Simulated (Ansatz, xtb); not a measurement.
Species: C3H7 (charge -1, singlet). It need not be the lowest isomer of its formula. Whether it binds its extra electron was not tested at this geometry. 
Structure (B3LYP-D3(BJ)/def2-TZVP (Ansatz, a program for electronic structure) minimum search):
SMILES: C[CH-]C
```xyz
10

C     -0.1064     0.0001     0.6583
C     -0.0125     1.2354    -0.2087
C     -0.0131    -1.2355    -0.2083
H      0.7514     0.0000     1.3550
H      0.0682     2.1557     0.3866
H      0.0672    -2.1556     0.3873
H      0.8562     1.2605    -0.9407
H     -0.9028     1.3603    -0.8480
H     -0.9035    -1.3602    -0.8476
H      0.8556    -1.2612    -0.9403
```
Charge -1, spin multiplicity 1.

Harmonic wavenumbers from GFN2-xTB (xtb, at its own minimum), cm⁻¹: 245, 259, 367, 793, 896, 901, 958, 1023, 1103, 1195, 1356, 1380, 1409, 1524, 1533, 1545, 1546, 2421, 2424, 2502, 2838, 2854, 2877, 2890.

Task: Give the harmonic wavenumbers at B3LYP-D3(BJ)/def2-TZVP (Ansatz, finite differences of forces, unscaled).

Result: 277, 293, 357, 745, 860, 898, 987, 1073, 1075, 1163, 1341, 1350, 1375, 1442, 1447, 1477, 1484, 2503, 2549, 2874, 2901, 2902, 2974, 2979 cm⁻¹. Zero-point energy 53.4 kcal/mol.

Task: From these and the geometry, give the ideal-gas thermochemistry at 298.15 K and 1 atm (rigid rotor, harmonic oscillator).

Result: Point group Cs, rotational symmetry number 1. Rotational constants 32.79, 8.9, 7.828 GHz. S(trans) 37.21, S(rot) 22.47, S(vib) 5.11, S(elec, spin only) 0.00, S 64.8 cal/(mol K). H(298) - H(0) 3.38 kcal/mol; G - E(el) 37.4 kcal/mol.
